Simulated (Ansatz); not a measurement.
# BNHS (doublet): the correlation ladder at angle N2–B1–H4 = 121.9°, cc-pVDZ

Aim: climb from Hartree-Fock through coupled cluster and multireference methods for BNHS (doublet) at one geometry and basis, and see what each rung misses.

Program: Ansatz 0.2.0, Gaussian basis. Level of theory: cc-pVDZ, correlated electrons: outside noble gas. These are calculated values, not measurements.

Plan: UHF; CCSD(T) on ROHF; CCSD(T) on UHF; BCCD(T) on ROHF; CISD; CCSDT(Q) on ROHF; CCSDT(Q) on UHF; CASSCF and MRCISD+Q, 3 electrons in 3 orbitals; CASSCF and NEVPT2, 3 electrons in 3 orbitals.

## 1. The system

The geometry derives from a PBE0/def2-TZVP stationary point (not a proven minimum). One angle is set to the value named; bond lengths are kept.

4 atoms, charge 0, spin multiplicity 2.

Atoms are counted from 1 here; the program's logs count them from 0.

Bond lengths: B1–N2 1.256 Å, B1–H4 1.170 Å, N2–S3 1.585 Å. Angles: N2–B1–H4 121.9°, B1–N2–S3 180.0°.

In the tables R marks a restricted open-shell determinant and U an unrestricted one; 'pair' is the active space of 3 electrons in 3 orbitals; correlation energies count from the lowest restricted Hartree-Fock solution.

## 2. UHF

File in.yaml:

```yaml
crystal:
  periodic: [false, false, false]
  atoms:
    - {symbol: B, position_ang: [-0.921485, 0.000000, 1.623377]}
    - {symbol: N, position_ang: [-0.311752, 0.000000, 0.525649]}
    - {symbol: S, position_ang: [0.457978, 0.000000, -0.860127]}
    - {symbol: H, position_ang: [-0.353463, 0.000000, 2.646012]}
basis:
  gaussian: {orbitals: cc-pVDZ}
magnetization: {spin_polarized: true, initial_magnetization: 1}
hamiltonian: {xc: hf}
output: {orbitals: {seedname: orbitals}}
```

Command:

```sh
ansatz run in.yaml --threads 1 --pin off --events-out ev --progress --plain --max-ram 2393MiB
```

After this run come: CCSD(T) on ROHF; CCSD(T) on UHF; BCCD(T) on ROHF; CISD; CCSDT(Q) on ROHF; CCSDT(Q) on UHF; CASSCF and MRCISD+Q, 3 electrons in 3 orbitals; CASSCF and NEVPT2, 3 electrons in 3 orbitals.

**Question.** What will the summary of the whole plan be? Wanted: correlation energy, RCCSDT(Q); RMP2 from RCCSDT(Q); UMP2 from RCCSDT(Q); RCCSD from RCCSDT(Q); RCCSD(T) from RCCSDT(Q); UCCSD(T) from RCCSDT(Q); UCCSDT(Q) from RCCSDT(Q); NEVPT2 pair from RCCSDT(Q); MRCISD+Q pair from RCCSDT(Q).

As calculated:

| quantity | value |
| --- | --- |
| correlation energy, RCCSDT(Q) | -11.1154 eV |
| RMP2 from RCCSDT(Q) | +112.9 kJ/mol |
| UMP2 from RCCSDT(Q) | +167.4 kJ/mol |
| RCCSD from RCCSDT(Q) | +51.7 kJ/mol |
| RCCSD(T) from RCCSDT(Q) | +7.0 kJ/mol |
| UCCSD(T) from RCCSDT(Q) | +11.0 kJ/mol |
| UCCSDT(Q) from RCCSDT(Q) | -0.8 kJ/mol |
| NEVPT2 pair from RCCSDT(Q) | +116.1 kJ/mol |
| MRCISD+Q pair from RCCSDT(Q) | +30.2 kJ/mol |
| levels of the table within 1 kcal/mol (43 meV) | UCCSDT(Q) |
| T1 diagnostic | 0.029 |

RCCSD(T) misses by +7.0 kJ/mol, 0.6 % of the correlation energy. CCSD(T) misses by +7.0 kJ/mol on the restricted determinant and by +11.0 kJ/mol on the unrestricted one; the two need not hold the same state or core. Of the multireference levels listed MRCISD+Q pair comes nearest in total energy (+30.2 kJ/mol), which doesn't show that its space is the better one. Coupled cluster took another determinant than the lowest Hartree-Fock one. These misses are within one basis, not against nature; the frozen cores of restricted and unrestricted runs differ, which can shift their rows.
